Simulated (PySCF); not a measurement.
These are B3LYP-D3(BJ)/def2-TZVP // PBE0-D4/def2-SVP run with PySCF 2.14.0 values and carry that method's errors. Isolated molecules, 0 K electronic values unless said otherwise. B3LYP has the VWN-RPA correlation part, as in Gaussian. 

Reference species (SMILES): `N` (neutral, multiplicity 1).

| Property | Value |
|---|---|
| dipole moment | 1.78 D |
| HOMO | -7.44 eV |

Changed species: `O` (free base H2O; the reference has free base NH3).

Give the shifts of the dipole moment and HOMO.

the dipole moment goes up by 0.32 D, to 2.10 D; the HOMO decreases by 1.18 eV, to -8.62 eV.
